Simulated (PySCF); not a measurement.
C2F3N: calculation against experiment

**What was measured.**

Beach, A photoelectron spectroscopic study of bonding in inorganic and organometallic compounds, PhD thesis, LBL 1985 lists, for the gas: C 1s binding energy of C1 294.28 eV; C 1s binding energy of C3 301.35 eV; N 1s binding energy of N2 407.97 eV; F 1s binding energy of F4/F5/F6 695.53 eV.

The results are set against them at the end.

Species: C₂F₃N.
Atom-mapped SMILES: `[C-:1]#[N+:2][C:3]([F:4])([F:5])[F:6]`

Cartesian coordinates in Å at the PBE0-D3(BJ)/def2-TZVP level; atoms count from 1:
```
atom  x, y, z in Å
C1     2.1303    0.1403   -0.1531
N2     0.9664    0.0620   -0.0754
C3    -0.4287   -0.0345    0.0222
F4    -0.9991    1.0048   -0.5660
F5    -0.7946   -0.0597    1.2934
F6    -0.8503   -1.1424   -0.5658
```

Runs made with PySCF (gas phase, on this PBE0-D3(BJ)/def2-TZVP geometry; non-relativistic but for the core-level run):

| level | job | basis functions |
| --- | --- | --- |
| delta-SCF UKS SCAN, pcX-3 on the ionised atom, pcseg-2 elsewhere, spin-free X2C | ΔSCF core ionisation, 4 holes | 234 |

## Comparison

**Core binding energies.** PySCF, delta-SCF UKS SCAN, pcX-3 on the ionised atom, pcseg-2 elsewhere, spin-free X2C.

| level and atom | computed (eV) | measured (eV) | computed − measured (eV) |
| --- | --- | --- | --- |
| C 1s, C1 | 294.13 | 294.28 | -0.15 |
| C 1s, C3 | 301.01 | 301.35 | -0.34 |
| N 1s, N2 | 407.90 | 407.97 | -0.07 |
| F 1s, F4/F5/F6 | 695.16 | 695.53 | -0.37 |

Sources, in the order of the opening: Beach, A photoelectron spectroscopic study of bonding in inorganic and organometallic compounds, PhD thesis, LBL 1985. Against the first value of each row the mean signed difference is -0.23 eV and the largest in size -0.37 eV. The computed values are vertical, without vibrational structure; measured positions hang on the energy calibration. The first atom of each set that the bonding makes equivalent was ionised and stands for the set. Spin contamination (⟨S²⟩ against 0.75 for a pure doublet) is marked for C 1s of C1 (0.88), which makes this value less certain.

The geometry is computed, not the measured one. Where a level misses, the cause wasn't examined.
